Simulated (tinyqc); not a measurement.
Extended Hueckel theory, for BH3+, step by step. The parameters take no account of the charge, which enters only through the electron count. One step of it, computed by the program tinyqc.

Task: Mulliken analysis. P = C n C^T; charge = valence electrons (H 1, B 3) minus the sum of (P S)_ii on the atom; overlap population = 2 sum P_ij S_ij between two atoms.

coefficients:
```
              MO1        MO2        MO3        MO4        MO5        MO6        MO7
1B 2s    0.537337   0.000000  -0.000038   0.021931   0.000762   0.000000   1.438774
1B 2px   0.000000   0.000000   0.393997  -0.000001   1.284485   0.000000  -0.000805
1B 2py   0.000000   0.393981   0.000000   0.000000   0.000000   1.285016   0.000000
1B 2pz  -0.000349   0.000000   0.000001   0.999679  -0.000018   0.000000  -0.037261
2H 1s    0.282602   0.000000   0.591123  -0.006176  -0.982384   0.000000  -0.769786
3H 1s    0.282682   0.511798  -0.295451  -0.006178   0.490447  -0.850788  -0.771069
4H 1s    0.282682  -0.511798  -0.295451  -0.006178   0.490447   0.850788  -0.771069
```

occupations: 2.000000  2.000000  1.000000  0.000000  0.000000  0.000000  0.000000

overlap S, lower triangle:
```
           1B 2s     1B 2px     1B 2py     1B 2pz     2H 1s     3H 1s     4H 1s
1B 2s   1.000000
1B 2px  0.000000   1.000000
1B 2py  0.000000   0.000000   1.000000
1B 2pz  0.000000   0.000000   0.000000   1.000000
2H 1s   0.473320   0.522010   0.000000  -0.011098  1.000000
3H 1s   0.473494  -0.260931   0.452251  -0.011103  0.083754  1.000000
4H 1s   0.473494  -0.260931  -0.452251  -0.011103  0.083754  0.083723  1.000000
```

Give: charges; Overlap populations.

Result:

charges: 1B 0.978, 2H 0.228, 3H -0.103, 4H -0.103

Overlap populations:
```
pair      value
2-1    0.530636
3-1    0.713215
3-2   -0.002492
4-1    0.713215
4-2   -0.002492
4-3   -0.046343
```
